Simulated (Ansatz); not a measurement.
Reactions of `CNCSS`.

Program: Ansatz. Geometries: PBE0-D4/def2-TZVP. ΔE: electronic, gas phase. CCSD(T)/CBS is the MP2 limit (def2-TZVPP, def2-QZVPP) plus CCSD(T) − MP2 in def2-TZVPP, frozen cores. This one scheme is used for every species. One conformer a species, not always the lowest.

(1) Order these by ΔE at CCSD(T)/CBS, lowest first. (Best estimate.)
A. `CNCSS` + CH₃NH₂ → `CNCNC` + `SS`
B. `CNCSS` + `CCSCC` → `CCCSCC` + `NCSS`
C. `CNCSS` + H₂ → `CSS` + CH₃NH₂
D. `CNCSS` + `CNN` → `CN(C)N` + `NCSS`

Largest T1 diagnostic: 0.012, for `CNCSS`.

Answers

(1) C (-62.8 kJ/mol), B (-27.3 kJ/mol), D (-15.9 kJ/mol), A (+34.0 kJ/mol).
